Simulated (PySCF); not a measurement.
**Functional benchmark on one molecule**

Molecule: 1-pentene (C=CCCC, C$_{5}$H$_{10}$).

Numbering as in the mapped SMILES `[CH2:1]=[CH:2][CH2:3][CH2:4][CH3:5]`; H(Xn) means a hydrogen on atom n. Ha(C1) is cis to C3; Hb(C1) is trans to C3.

Geometry PBE0-D3(BJ)/def2-SVP throughout; GIAO in PySCF 2.14, gas phase, one conformer, non-relativistic; equivalent atoms averaged; basis pcSseg-1.

Reference values (measured; solution, not stated per compound (mostly CDCl3 or CCl4); Pretsch, Buehlmann, Badertscher, Structure Determination of Organic Compounds, 4th ed. (2009)): δ(C3) = 36.2 ppm, δ(C4) = 22.4 ppm, δ(C5) = 13.6 ppm, δ(H(C3)) = 2.02 ppm, δ(H(C4)) = 1.43 ppm, δ(H(C5)) = 0.91 ppm. Computed shifts are taken against TMS, calculated as an isolated molecule at each level.

How do the functionals HF, LDA, PBE, BLYP, BP86, OPBE, KT2, KT3, B97-D, B3LYP, PBE0, mPW1PW91, WP04, B97-2, BHandHLYP, CAM-B3LYP, wB97X-D, LC-wPBE perform against the reference? Times are CPU seconds on shared hosts with different chips, so compare them loosely; the GGAs took longer than the global hybrids here, which isn't the general rule, and the cause wasn't traced.

Results:


```tsv
functional	kind	C3	C4	C5	H(C3)	H(C4)	H(C5)	mean abs. error C	mean abs. error H	core-s
HF	Hartree–Fock	35.8	24.5	16.1	1.73	1.10	1.04	1.7	0.25	4.2
LDA	LDA	45.8	27.7	15.5	2.01	1.32	1.01	5.6	0.07	12
PBE	GGA	44.3	28.8	17.0	1.97	1.30	1.02	6.0	0.10	17
BLYP	GGA	45.5	30.5	17.8	1.96	1.31	1.05	7.2	0.11	16
BP86	GGA	44.0	28.6	17.1	1.97	1.29	1.03	5.8	0.10	16
OPBE	GGA	41.1	27.2	16.9	1.96	1.29	1.00	4.3	0.10	16
KT2	GGA	43.2	28.7	16.9	1.93	1.28	1.03	5.5	0.12	17
KT3	GGA	42.3	29.2	17.6	1.93	1.29	1.03	5.6	0.12	16
B97-D	GGA	43.1	29.2	17.7	1.96	1.31	1.06	5.9	0.11	16
B3LYP	global hybrid	43.2	28.7	17.2	1.90	1.25	1.04	5.6	0.14	12
PBE0	global hybrid	41.6	27.1	16.6	1.88	1.22	1.01	4.4	0.15	14
mPW1PW91	global hybrid	41.2	26.9	16.7	1.88	1.22	1.01	4.2	0.15	12
WP04	global hybrid	40.9	28.8	18.0	1.82	1.19	0.98	5.2	0.17	9.9
B97-2	global hybrid	41.0	27.3	17.0	1.89	1.23	1.02	4.4	0.15	9.3
BHandHLYP	global hybrid	40.3	26.9	16.6	1.83	1.19	1.03	3.9	0.18	9.4
CAM-B3LYP	range-separated hybrid	41.6	27.2	16.3	1.86	1.23	1.03	4.3	0.16	13
wB97X-D	range-separated hybrid	40.3	26.3	16.5	1.84	1.19	1.01	3.6	0.17	12
LC-wPBE	range-separated hybrid	38.1	24.1	15.5	1.80	1.16	0.98	1.8	0.19	19
```

For ¹³C the closest is HF (1.7 ppm, with LC-wPBE practically level) and the furthest BLYP (7.2 ppm).

For ¹H the closest is LDA (0.07 ppm, with PBE, OPBE, BP86 practically level) and the furthest HF (0.25 ppm). One molecule is a small sample, and vibrational and solvent effects are absent from the calculation.
